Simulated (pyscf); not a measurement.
H₂B–Cl + hydrogen fluoride (HF) → F–BH–Cl + hydrogen (H₂) (four-centre exchange; singlet surface; B–H, F–H broken, B–F, H–H formed). Optimised with ωB97X-D3(BJ)/def2-SVP in PySCF. Energies in eV from the separated reactants.

```json
[
 {"level": "ωB97X-D3(BJ)/def2-TZVP", "barrier": "0.65", "reaction energy": "-1.37"},
 {"level": "PBE/def2-TZVP", "barrier": "0.34", "reaction energy": "-1.41"},
 {"level": "r²SCAN/def2-TZVP", "barrier": "0.42", "reaction energy": "-1.48"},
 {"level": "PBE0-D3(BJ)/def2-TZVP", "barrier": "0.50", "reaction energy": "-1.35"},
 {"level": "M06-2X/def2-TZVP", "barrier": "0.66", "reaction energy": "-1.43"},
 {"level": "HF/def2-TZVP", "barrier": "1.48", "reaction energy": "-1.30"}
]
```

The functionals in the table span 0.32 eV in this barrier, from PBE to M06-2X. The same reactants have a lower exit, to H₂B–F + HCl (barrier +0.32 eV at ωB97M-D3(BJ)/def2-TZVP, against +0.62 eV here). This is the saddle that the search found; another between the same sides may lie lower.
